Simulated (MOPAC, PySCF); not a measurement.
C3H9N, SMILES `CN(C)C`, neutral singlet in the gas phase. 

Z-matrix (Å, degrees):
```
N
C 1 1.4466
H 2 1.1017 1 110.20
H 2 1.1017 3 107.89 1 -120.36
H 2 1.1165 3 107.53 4 -115.72
C 1 1.4466 2 112.40 3 56.53
H 6 1.1017 1 110.20 2 -56.52
H 6 1.1017 7 107.89 1 120.36
H 6 1.1165 7 107.53 8 115.72
C 1 1.4466 2 112.40 3 -175.49
H 10 1.1017 1 110.20 2 56.52
H 10 1.1017 11 107.89 1 -120.36
H 10 1.1165 11 107.53 12 -115.72
```
Charge 0, spin multiplicity 1.

All levels are single points at this geometry (B3LYP-D3(BJ)/def2-SVP); Pople sets use spherical d functions. Orbital energies aren't observables, and empty levels follow the basis.

B3LYP-D3(BJ)/def2-TZVP in PySCF gives gap (eV) = 6.70.

Q: Estimate the gap (eV) from each of these levels: B3LYP/6-311+G** in PySCF; PBE/6-31G* in PySCF; HF/6-31G* in PySCF; AM1 in MOPAC; PM7 in MOPAC.

A: 
```tsv
level	gap (eV)
B3LYP/6-311+G** in PySCF	5.98
PBE/6-31G* in PySCF	6.05
HF/6-31G* in PySCF	15.44
AM1 in MOPAC	12.35
PM7 in MOPAC	11.55
```
